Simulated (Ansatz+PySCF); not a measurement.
Results of a calculation; reference values are marked as such.
Input for Ansatz (development build ahead of 0.2.0):

```yaml
crystal:
  periodic: [false, false, false]
  atoms:
    - { symbol: H, position_ang: [-2.50068, 0.0664, 0.0] }
    - { symbol: O, position_ang: [-1.554, -0.08652, 0.0] }
    - { symbol: H, position_ang: [-1.1689, 0.79197, 0.0] }
    - { symbol: O, position_ang: [1.46202, 0.61982, 0.0] }
    - { symbol: O, position_ang: [1.70881, -0.56219, 0.0] }
basis:
  gaussian: { orbitals: cc-pVTZ }
magnetization:
  spin_polarized: true
  initial_magnetization: 2
hamiltonian:
  xc: hf
correlation:
  method: mp2
  frozen_orbitals: { H: 0, O: 1 }
```

The input is written out in the form of the current development build from the run's settings.

Results

| Quantity | Value |
| --- | --- |
| Converged | yes |
| Reference energy | -225.73235 hartree |
| Correlation energy | -0.69746 hartree |
| Total energy | -226.42982 hartree |
| Spin squared of the determinant | 2.043 |
| Stability test | minimum |
| Occupied orbitals by symmetry in an Abelian subgroup (alpha; beta) | 11 A' 3 A''; 10 A' 2 A'' |
